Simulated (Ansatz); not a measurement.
CH4AlB, SMILES [BH]1[CH2][AlH]1, an active-space calculation

Program: Ansatz 0.2.0, Python API.

The script, `run_cas.py`:
```python
'''Static correlation in CH4AlB: natural occupations of an active space.'''

import ansatz as az

SETTINGS = {
    'basis': '6-31G*',
}

GEOMETRY = '''
B    -0.97970   -0.06110   -0.56060
C    -0.03720    0.55730    0.55570
Al    0.91610   -0.79420   -0.29410
H    -1.99390    0.00390   -1.13580
H    -0.38210    0.33900    1.56940
H     0.29280    1.61590    0.34900
H     2.24520   -1.72880   -0.52950
'''


def main() -> None:
    mol = az.Crystal.molecule()
    for line in GEOMETRY.strip().splitlines():
        symbol, *xyz = line.split()
        mol = mol.atom(symbol, [float(v) for v in xyz])

    base = mol.calculation()
    base = base.basis(gaussian=SETTINGS['basis'])
    base = base.correlation(active_electrons=4, active_orbitals=5)
    for method in ['sc_nevpt2']:
        data = (base if method is None else base.correlation(method)).run(threads=1).report
        space = data['configurations']
        state = space['states'][0]
        print(method or 'casscf', f'total {data["free_energy_ev"] / 27.211386246:.6f} Ha, active-space state {state["energy"]["hartree"]:.6f} Ha, mean field {data["reference_energy_ev"] / 27.211386246:.6f} Ha')
        print('  determinants', state['n_determinants'], ' natural occupations', [round(n, 3) for n in space['natural_occupations']])


if __name__ == '__main__':
    main()
```

```console
$ python run_cas.py
RunWarning: the results are in doubt because another end's mean lies 0.217 eV lower, and its corrected mean 0.081 eV higher
sc_nevpt2 total -306.905833 Ha, active-space state -306.688739 Ha, mean field -306.654579 Ha
  determinants 100  natural occupations [1.975, 1.952, 0.046, 0.024, 0.003]
```
(Warnings from the package without file and line.)

Notes:
- Total energies depend on the basis set; only differences at equal settings carry meaning.
- The geometry is a force-field or estimated start, not a minimum of this method, and the basis set is short of its limit. The active space starts as a window about the frontier orbitals and is then optimised, not chosen by chemistry.
- A lower CASSCF solution was found and passed over, so the printed active-space state isn't the lowest.
- Run time: 11 s on 1 thread of AMD EPYC 7R43 64-Core Processor (Zen 3), with other jobs on the host, peak memory 0.18 GiB.

(Lines on the test bed's own set-up are left out of the output.)
